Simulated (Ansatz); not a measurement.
Ideal-gas functions of C2H4S2 (`CSC=S`) at 500 K and 1 bar, from an Ansatz frequency run at PBE0-D4/def2-TZVP.

Molar mass 92.19 g/mol, point group Cs (symmetry number 1), electronic degeneracy 1, moments of inertia 24.301, 240.32, 261.386 u Å². Harmonic wavenumbers (cm⁻¹, unscaled): 107, 147, 200, 346, 730, 797, 823, 963, 981, 1097, 1284, 1347, 1462, 1469, 3068, 3080, 3163, 3166.

Use S(trans) = R[1.5 ln M + 2.5 ln T − 1.1517]; rotational temperatures θ = 24.2544 K / I; S(rot) = R[ln(√π/σ · √(T³/θAθBθC)) + 1.5]; for each mode x = 1.438777 ν̃/T, S = R[x/(eˣ − 1) − ln(1 − e⁻ˣ)] and H = RT x/(eˣ − 1); 1 cm⁻¹ = 0.0119627 kJ/mol; R = 8.31446 J/(mol·K).

Q: By hand: the entropy, in J/(mol·K).

A: Translation 176.0. Rotation: θ = 0.9981, 0.1009, 0.0928 K, giving 114.2. Vibration, mode by mode: 18.14, 15.53, 13.02, 8.69, 3.52, 3.02, 2.85, 2.08, 1.99, 1.53, 0.99, 0.86, 0.65, 0.64, 0.01, 0.01, 0.01, 0.01, in all 73.6. Electronic 0.0. Sum 363.8 J/(mol·K).

Q: By hand: H − E and G − E in kJ/mol, counted from the electronic energy.

A: Zero-point energy ½ × 24230 × 0.0119627 = 144.9; thermal vibration 19.1; translation, rotation and pV give 4 RT = 16.6. H − E = 180.6 kJ/mol, and G − E = 180.6 − 500 × 363.8/1000 = -1.3 kJ/mol.

Vibration gives 20 % of the entropy, 33.7 J/(mol·K) of it from the modes under 150 cm⁻¹: soft modes count most, and the harmonic formula is weakest for them. The sum counts one conformer and one mirror image; others add a mixing term.
